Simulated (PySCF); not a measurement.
NO2, optimised at HF/6-31G*:

```xyz
3

O      0.5676     0.2588    -1.0568
N     -0.0566    -0.0945    -0.1402
O     -0.7372    -1.0044     0.1113
```

Energies from PySCF (xtb for GFN2), thermal terms from the rigid-rotor harmonic-oscillator model, ideal gas at 1 bar. 6-31G* has spherical d functions here. Open shells (unrestricted): NO2 (multiplicity 2). GFN2 has no spin-polarisation term. B3LYP is the form with VWN-RPA correlation.

Question: List the harmonic frequencies (cm⁻¹, unscaled) at this level and at the other levels, each on its own geometry.

Answer: 
- HF/6-31G*: 833, 1616, 1890
- B3LYP/6-31G*: 749, 1406, 1726
- GFN2-xTB: 651, 1428, 1931
- PBE/def2-SVP: 751, 1383, 1749
- PBE0/def2-TZVP: 782, 1443, 1783
